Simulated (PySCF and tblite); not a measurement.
Results of a calculation; reference values are marked as such.
Stationary points of C₃H₇N at PBE0-D3(BJ)/def2-SVP, in Å:

Structure A

```
 1 C     0.729   -0.622    0.093
 2 C     0.570    0.918    0.087
 3 N    -0.837    0.715   -0.106
 4 C    -0.803   -0.719   -0.117
 5 H     1.333   -1.026   -0.731
 6 H     1.091   -1.044    1.040
 7 H     1.107    1.433   -0.737
 8 H     0.867    1.415    1.034
 9 H    -1.600    1.366   -0.201
10 H    -1.348   -1.228    0.704
11 H    -1.107   -1.208   -1.066
```

Structure B

```
 1 C     0.746   -0.629    0.037
 2 C     0.553    0.896    0.081
 3 N    -0.771    0.711   -0.514
 4 C    -0.783   -0.698   -0.118
 5 H     1.273   -0.959   -0.869
 6 H     1.194   -1.114    0.915
 7 H     1.250    1.520   -0.506
 8 H     0.544    1.278    1.122
 9 H    -1.522    1.296   -0.156
10 H    -1.284   -0.903    0.850
11 H    -1.194   -1.395   -0.869
```

Level: PBE0/pcSseg-1 + D3(BJ), IEF-PCM acetone on PBE0-D3(BJ)/def2-SVP stationary points, with GFN2-xTB thermal terms.

Which structure is a saddle point, and along which motion?

A: one imaginary mode (642i cm⁻¹ at GFN2-xTB, mostly on H9, N3), along the pyramidal inversion at N3.

Give their symmetry and energies above the lowest.

A C2v, 7.0 kcal/mol; B Cs, 0.0 kcal/mol.
